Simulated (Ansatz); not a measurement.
Process, species as SMILES: OCl (OH-Cl) → Cl atom + H atom + O atom
B3LYP-D3(BJ)/def2-TZVP geometries, fixed; electronic energies without zero-point terms.

Energies in hartree at MP2 with Ansatz (a program for electronic structure); the atomisation energy is their sum with the coefficients shown, times 627.509 kcal/mol a hartree. All functions are spherical. Cores are frozen. Open shells are unrestricted. No added dispersion term, no relativity.

```tsv
species	coefficient	part	cc-pV(D+d)Z	cc-pV(T+d)Z	cc-pV(Q+d)Z
OCl (OH-Cl)	-1	Hartree-Fock	-534.87542	-534.92059	-534.93096
OCl (OH-Cl)	-1	correlation	-0.33193	-0.43904	-0.47831
Cl atom	+1	Hartree-Fock	-459.47140	-459.48556	-459.48916
Cl atom	+1	correlation	-0.11260	-0.15854	-0.17550
H atom	+1	Hartree-Fock	-0.49928	-0.49981	-0.49995
O atom	+1	Hartree-Fock	-74.79217	-74.81176	-74.81729
O atom	+1	correlation	-0.10196	-0.14315	-0.15759
```

### Question
Predict the atomisation energy in cc-pV(5+d)Z (X = 5): let each Hartree-Fock step shrink by the ratio of the last two, and fit each correlation energy at X = 3 and 4 to E + A/X^3. Compare with the run.

### Answer

- OCl (OH-Cl): steps -0.04517 and -0.01037, ratio 0.230, so Hartree-Fock -534.93335 (run: -534.93342); A = (-0.43904 - (-0.47831))/(1/27 - 1/64) = 1.8340, correlation -0.47831 - A/64 + A/125 = -0.49229 (run: -0.49472).
- Cl atom: steps -0.01416 and -0.00360, ratio 0.254, so Hartree-Fock -459.49007 (run: -459.48973); A = (-0.15854 - (-0.17550))/(1/27 - 1/64) = 0.7921, correlation -0.17550 - A/64 + A/125 = -0.18154 (run: -0.18264).
- H atom: steps -0.00053 and -0.00014, ratio 0.264, so Hartree-Fock -0.49999 (run: -0.49999).
- O atom: steps -0.01959 and -0.00553, ratio 0.282, so Hartree-Fock -74.81885 (run: -74.81878); A = (-0.14315 - (-0.15759))/(1/27 - 1/64) = 0.6744, correlation -0.15759 - A/64 + A/125 = -0.16273 (run: -0.16368).
Predicted 170.97 kcal/mol; the run in cc-pV(5+d)Z gives 171.51, a miss of -0.54. Keeping the value in cc-pV(Q+d)Z, 169.29, would miss by -2.22. All sums are of the energies as printed.
